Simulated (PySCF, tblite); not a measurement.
**borane and hydrogen cyanide**

A gas-phase complex of borane and hydrogen cyanide; neutral, singlet. The structure comes from a short search (6 tight-binding starts) and was relaxed by PBE0-D3(BJ)/def2-TZVPD; another way of binding may lie lower. Frequencies by PBE0-D3(BJ)/def2-TZVPD show no clear imaginary mode.

```csv
part,name,SMILES,atoms,charge,multiplicity
1,borane,B,1–4,0,1
2,hydrogen cyanide,C#N,5–7,0,1
```

Coordinates in Å:
```
B1     -0.095   -0.336   -0.345
H2     -0.560    0.568    0.312
H3     -0.933   -0.972   -0.942
H4      0.678   -1.028    0.276
C5      1.375    0.842   -2.235
N6      0.747    0.340   -1.427
H7      1.964    1.313   -2.991
```

```
contact  kind (by geometry)  distance (Å)  angle (°)
B1···N6                bond         1.529          -
```

The parts are joined by the bond B1–N6, so these are energies of forming such bonds; deforming the relaxed parts to their shape in the adduct costs 13.8 kcal/mol, which the interaction energies leave out.

Interaction energies are complex less parts, with the parts frozen as they stand in it; counterpoise-corrected, in kcal/mol (PySCF). The CCSD(T) estimate is Hartree-Fock/aug-cc-pVQZ, plus the MP2 correlation part extrapolated as X⁻³ from aug-cc-pVTZ and aug-cc-pVQZ, plus CCSD(T) less MP2 in aug-cc-pVDZ; noble-gas cores are frozen. It isn't the exact limit.

Q: How strongly do the parts interact, level by level?

A: 
```
                         level  interaction  superposition error removed
      Hartree-Fock/aug-cc-pVQZ       -19.08                            -
       wB97M-D3(BJ)/def2-TZVPD       -32.84                        -0.19
        PBE0-D3(BJ)/def2-TZVPD       -39.46                        -0.20
               MP2/aug-cc-pVQZ       -33.94                        -0.69
CCSD(T), estimated basis limit       -31.91                            -
```

Q: What holds them together? Decompose the wB97M-D3(BJ)/def2-TZVPD energy: frozen parts, their antisymmetrised product, then relaxation.

A: electrostatic -68.8, Pauli repulsion +126.3, orbital relaxation -89.1, dispersion correction -1.5 kcal/mol, which sum to the value before the counterpoise correction; the Pauli term holds the exchange-correlation of the frozen density too. Of the attraction, 56 % is orbital relaxation, 43 % is electrostatic, 1 % is dispersion correction.

The parts were also relaxed and run alone, at the levels used for the complex: shieldings by PBE0/pcSseg-2; core levels by delta-SCF with SCAN, pcX-2 on the ionised atom and pcseg-1 elsewhere, spin-free X2C.

Q: How do these values change when the complex forms?

A: 
```json
{"property": "shielding of B1 (ppm)", "alone": "2.7", "in the complex": "137.1", "change": "+134.4"}
{"property": "shielding of N6 (ppm)", "alone": "-45.8", "in the complex": "16.9", "change": "+62.7"}
{"property": "B1 1s core level (eV)", "alone": "197.47", "in the complex": "194.30", "change": "-3.17"}
{"property": "C5 1s core level (eV)", "alone": "293.41", "in the complex": "293.43", "change": "+0.01"}
```

The core-hole state of C5 is spin-contaminated (⟨S²⟩ 0.84 against 0.75 for a pure doublet), so that value and differences from it are less sure.
